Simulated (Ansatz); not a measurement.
Results of r²SCAN+SOC in Ansatz (plane waves, PAW) for A-type hexagonal La2O3.

Numerical settings: plane-wave cutoff 560 eV, 12×12×6 k mesh (along the axes of the cell as run), Fermi–Dirac smearing 0.01 eV, PAW data made under PBE.

Results at a series of volumes:

| V (Å³/atom) | E − E_lowest (meV/atom) | P (GPa) |
|---|---|---|
| 15.772 | 10.14 | 5.10 |
| 16.101 | 2.46 | 2.44 |
| 16.429 | 0.00 | 0.00 |
| 16.758 | 2.30 | -2.22 |
| 17.086 | 8.95 | -4.24 |

### Question
What bulk modulus B0 and pressure derivative B′ does a third-order Birch–Murnaghan fit give?

### Answer
V0 = 16.430 Å³/atom, B0 = 116 GPa, B′ = 3.6 (fit to the energies at full precision).

Shape and atoms are relaxed at each volume.

Measured, for comparison: bulk modulus 113 GPa (300 K, not corrected to a static lattice; as tabulated in Santana et al. (2016), arXiv:1608.06321); equilibrium volume per atom 16.44 Å³/atom (room temperature, not corrected to a static lattice, equation of state from high-pressure X-ray diffraction; as tabulated in Ibáñez et al. (2020), arXiv:2005.12956). Computed (rounded) less measured: bulk modulus +3 %, equilibrium volume per atom -0.1 %. A static lattice is as a rule a little smaller and stiffer than an uncorrected measurement, which narrows the difference in the bulk modulus and would widen misses of the other sign.

Note: the bulk modulus comes from volumes at which shape and atoms were relaxed.

Computed values are for the static lattice.

Ansatz is an electronic-structure program.
